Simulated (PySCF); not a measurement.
# How methods differ on the ionisation energy of Ne

Ne [Ne] (1S) → Ne⁺ [He] 2s2 2p5 (2P), as a difference of total energies. Computed with PySCF 2.14 in def2-QZVPPD (8s5p4d2f1g, 66 functions), with no relativity, point nucleus. Correlated levels: valence: 1s2 frozen. The calculations carry no spin-orbit coupling.

```
           method  ionisation energy (eV)
              UHF                  19.660
    MP2 (valence)                  21.688
SCS-MP2 (valence)                  21.548
   CCSD (valence)                  21.418
CCSD(T) (valence)                  21.486
```

Question: How much does correlation contribute at CCSD(T) (valence)?

Answer: 21.486 − (19.660) = 1.826 eV, measured against UHF.

A first-order spin-orbit estimate (lowest level to lowest level, LS coupling) adds -0.033 eV.

Errors of the correlated levels include the incompleteness of this basis and the frozen core.

For comparison: 21.565 eV (measured; NIST Atomic Spectra Database, ionization energies).
